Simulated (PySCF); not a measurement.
Start geometry of `FS(F)(F)F` from GFN2-xTB (Å):
```
atom  x, y, z in Å
F1     0.5147   -1.0986    0.7073
S2     0.0418   -0.0246   -0.4405
F3    -0.6361    1.1284    0.4728
F4     1.5757    0.7536   -0.2644
F5    -1.4625   -0.7926   -0.5131
```

What comes out of this run: PBE0-D3(BJ)/def2-TZVP geometry optimisation, gas phase (PySCF 2.14.0)?

```
atom  x, y, z in Å
F1     0.4303   -1.0642    0.6595
S2     0.0609   -0.0317   -0.4406
F3    -0.5520    1.1132    0.4116
F4     1.5355    0.6622   -0.1889
F5    -1.4401   -0.7135   -0.4816
```

The energy falls by 32.9 kJ/mol over 10 energy and gradient evaluations, the largest force component goes from 0.0454 to 9.6e-05 Eh/bohr, and the atoms move by 0.074 Å rms after alignment. The bond that changes most is F1–S2 (ends: sulfur-bound fluorine; sulfur bonded to 4 F), which shortens by 0.088 Å. Bonds longer at the end by more than 0.005 Å: 0 of 4; shorter: 4. Among the angles that change most is F4–S2–F5, from 176.6° to 172.6°. Rotational constants go from 5924, 3713, 2952 to 6635, 4067, 3205 MHz. The orientation of the end geometry is arbitrary; only internal coordinates are fixed.

The run used 161 basis functions and 74 SCF cycles in all. The run took 5.3 min wall, 6.2 min CPU on 2 threads, Intel Xeon at 2.50 GHz (x86_64), shared host with 64 logical CPUs at a one-minute load of 59, and the process peaked at 0.64 GiB of memory.

No PBE0-D3(BJ)/def2-TZVP frequencies stand behind this structure, so it isn't proved a minimum.
